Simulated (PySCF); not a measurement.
How methods differ on the ionisation energy of Al

Al [Ne] 3s2 3p1 (2P) → Al⁺ [Ne] 3s2 (1S), as a difference of total energies. All numbers are calculated (PySCF 2.14, the spin-free X2C one-electron Hamiltonian (Gaussian nucleus), in aug-cc-pCVQZ-DK (10s9p7d5f3g, 134 functions)). Correlated levels: valence: [Ne] frozen; valence and next inner shell: 1s2 frozen; nothing frozen. The calculations carry no spin-orbit coupling.

```
                                method  ionisation energy (eV)
                                   UHF                   5.600
                                   LDA                   6.026
                                   PBE                   6.070
                                  PBE0                   6.089
                                r2SCAN                   6.170
                               wB97X-V                   5.929
                                  MN15                   5.753
                                 B97-3                   5.924
                         MP2 (valence)                   5.847
                     SCS-MP2 (valence)                   5.833
    MP2 (valence and next inner shell)                   5.831
SCS-MP2 (valence and next inner shell)                   5.822
                   MP2 (all electrons)                   5.833
               SCS-MP2 (all electrons)                   5.823
```

Question: How much does correlation contribute at MP2 (all electrons)?

Answer: 5.833 − (5.600) = 0.233 eV, measured against UHF.

For comparison: 5.977 eV (measured; NIST levels, between the centres of gravity of the two terms).
